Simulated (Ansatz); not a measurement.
Born–Oppenheimer molecular dynamics of H5OSi (7 atoms, charge 0, multiplicity 2). It starts at the highest image of a converged band. Of that band: The profile has 2 maxima (images 2, 5) with wells between them (image 4): this band takes more than one step, which may be the mechanism or a detour left from its start path. A vibrational analysis at the climbing image gives one clearly imaginary mode, 337i cm⁻¹: a first-order saddle point.

Computed with Ansatz, UKS PBE0-D4/def2-SVP.

- ensemble: NVE (velocity Verlet)
- time step: 0.5 fs
- steps asked: 200
- starting velocities drawn for: 300 K
- seed: 2800

Frames 5 fs apart, positions in Å, forces in eV/Å.

Velocities at 0.0 fs (Å/ps):

```
H -26.50 -30.26 -9.58
O 0.76 1.13 -0.16
Si 1.65 0.53 -0.22
H -2.32 -2.73 11.62
H 13.56 10.58 3.22
H -21.99 -2.46 -13.25
H -20.72 -7.69 16.75
```

```xyz
7
Properties=species:S:1:pos:R:3:forces:R:3 time_fs=0.0 energy_less_start_eV=0.000 T=300
H -0.395 -1.759 0.194 0.01 0.01 0.00
O -1.187 -1.800 0.741 -0.01 -0.01 0.00
Si 0.699 0.805 -0.610 0.00 0.01 0.00
H -1.352 -0.882 0.980 0.01 0.00 0.00
H 1.375 0.651 0.713 0.00 0.00 0.00
H -0.665 1.394 -0.446 0.00 0.00 0.00
H 1.525 1.591 -1.572 0.00 0.00 0.00
7
Properties=species:S:1:pos:R:3:forces:R:3 time_fs=5.0 energy_less_start_eV=0.103 T=142
H -0.460 -1.879 0.100 -0.61 0.71 0.62
O -1.189 -1.796 0.744 0.17 -0.97 -0.28
Si 0.704 0.807 -0.609 -0.92 -0.26 0.73
H -1.338 -0.892 1.019 0.44 0.29 -0.35
H 1.427 0.706 0.713 -0.27 0.03 -0.18
H -0.727 1.361 -0.510 0.66 -0.29 0.10
H 1.469 1.597 -1.545 0.52 0.49 -0.64
7
Properties=species:S:1:pos:R:3:forces:R:3 time_fs=10.0 energy_less_start_eV=0.079 T=180
H -0.558 -1.863 0.058 0.82 0.03 -0.90
O -1.195 -1.803 0.749 -0.87 0.20 1.02
Si 0.704 0.807 -0.604 1.18 0.42 -1.18
H -1.234 -0.867 0.983 0.04 -0.22 -0.12
H 1.426 0.767 0.686 -0.04 0.00 0.32
H -0.677 1.276 -0.550 -0.64 0.18 0.22
H 1.498 1.679 -1.622 -0.50 -0.62 0.64
7
Properties=species:S:1:pos:R:3:forces:R:3 time_fs=15.0 energy_less_start_eV=0.062 T=205
H -0.611 -1.828 -0.036 -0.78 -0.51 0.84
O -1.204 -1.810 0.758 1.16 0.57 -1.29
Si 0.712 0.810 -0.606 0.07 0.02 -0.07
H -1.120 -0.862 0.928 -0.40 -0.06 0.45
H 1.407 0.830 0.716 -0.12 -0.01 0.04
H -0.727 1.216 -0.542 0.03 -0.03 0.12
H 1.442 1.652 -1.590 0.05 0.02 -0.09
7
Properties=species:S:1:pos:R:3:forces:R:3 time_fs=20.0 energy_less_start_eV=0.047 T=227
H -0.744 -1.898 -0.071 0.27 -0.14 -0.59
O -1.203 -1.809 0.758 -0.19 0.09 0.50
Si 0.720 0.814 -0.609 -0.98 -0.38 0.94
H -1.088 -0.876 0.962 -0.11 0.06 0.10
H 1.362 0.890 0.755 -0.11 -0.02 -0.27
H -0.778 1.153 -0.507 0.69 -0.15 -0.07
H 1.400 1.634 -1.586 0.42 0.53 -0.61
7
Properties=species:S:1:pos:R:3:forces:R:3 time_fs=25.0 energy_less_start_eV=0.107 T=136
H -0.865 -1.979 -0.130 0.02 0.64 0.24
O -1.202 -1.807 0.759 -0.18 -0.49 0.34
Si 0.722 0.815 -0.606 0.93 0.34 -0.83
H -1.084 -0.886 1.013 0.15 -0.12 -0.57
H 1.300 0.947 0.749 0.27 0.03 0.18
H -0.711 1.065 -0.485 -0.68 0.15 -0.13
H 1.426 1.703 -1.678 -0.51 -0.55 0.78
7
Properties=species:S:1:pos:R:3:forces:R:3 time_fs=30.0 energy_less_start_eV=0.022 T=267
H -0.981 -1.936 -0.175 -0.12 0.32 0.60
O -1.202 -1.813 0.765 0.09 -0.62 -0.44
Si 0.730 0.818 -0.608 -0.19 -0.20 0.37
H -1.050 -0.890 0.958 0.02 0.33 -0.14
H 1.289 1.009 0.766 0.13 -0.01 -0.10
H -0.753 1.001 -0.496 0.03 0.02 -0.18
H 1.362 1.679 -1.634 0.04 0.16 -0.10
7
Properties=species:S:1:pos:R:3:forces:R:3 time_fs=35.0 energy_less_start_eV=0.079 T=179
H -1.097 -1.846 -0.173 -0.05 -0.62 -0.88
O -1.203 -1.823 0.771 0.27 0.92 0.29
Si 0.736 0.819 -0.607 -0.90 -0.42 0.86
H -1.020 -0.874 0.870 -0.24 -0.28 0.60
H 1.309 1.070 0.763 -0.07 -0.06 -0.23
H -0.798 0.943 -0.545 0.68 -0.06 -0.06
H 1.307 1.693 -1.613 0.31 0.51 -0.57
7
Properties=species:S:1:pos:R:3:forces:R:3 time_fs=40.0 energy_less_start_eV=0.076 T=185
H -1.242 -1.863 -0.216 0.00 -0.12 1.25
O -1.200 -1.824 0.773 0.10 0.16 -1.46
Si 0.737 0.818 -0.601 1.01 0.62 -1.16
H -1.034 -0.883 0.900 -0.12 0.00 0.23
H 1.321 1.121 0.721 0.02 0.02 0.30
H -0.725 0.875 -0.609 -0.64 0.01 0.10
H 1.303 1.791 -1.685 -0.37 -0.69 0.74
7
Properties=species:S:1:pos:R:3:forces:R:3 time_fs=45.0 energy_less_start_eV=0.040 T=239
H -1.395 -1.917 -0.151 -0.20 0.39 -1.03
O -1.194 -1.822 0.764 0.38 -0.64 1.41
Si 0.744 0.820 -0.603 0.04 -0.09 -0.04
H -1.081 -0.898 0.981 -0.17 0.30 -0.36
H 1.329 1.172 0.730 -0.20 -0.08 0.02
H -0.753 0.807 -0.650 0.02 -0.01 0.20
H 1.235 1.767 -1.628 0.13 0.13 -0.19
7
Properties=species:S:1:pos:R:3:forces:R:3 time_fs=50.0 energy_less_start_eV=0.026 T=261
H -1.552 -1.877 -0.140 0.27 0.26 0.70
O -1.185 -1.827 0.764 -0.07 0.31 -0.39
Si 0.751 0.822 -0.604 -0.73 -0.48 0.51
H -1.174 -0.880 0.986 -0.18 -0.53 -0.29
H 1.296 1.206 0.746 -0.21 -0.11 -0.14
H -0.782 0.739 -0.646 0.64 0.05 0.16
H 1.194 1.772 -1.613 0.28 0.49 -0.54
7
Properties=species:S:1:pos:R:3:forces:R:3 time_fs=55.0 energy_less_start_eV=0.081 T=176
H -1.687 -1.796 -0.061 0.19 -0.73 -0.05
O -1.175 -1.832 0.762 -0.42 0.31 -0.74
Si 0.755 0.821 -0.604 0.80 0.63 -0.98
H -1.295 -0.903 0.959 0.27 0.48 0.80
H 1.219 1.219 0.743 0.10 0.05 0.24
H -0.702 0.680 -0.609 -0.63 -0.03 -0.04
H 1.202 1.857 -1.689 -0.30 -0.70 0.77
```

Of the whole run (100 fs, mean temperature of the second half 227 K): The conserved energy stayed within 0.18 meV per atom of its start (net change 0.13 meV per atom), so the integration is sound. A run of 0.1 ps of so small a system gives no equilibrium averages.

Run time: 3.2 min on 1 thread of Intel(R) Xeon(R) 6975P-C (Granite Rapids), on a shared host, peak memory 0.14 GiB.
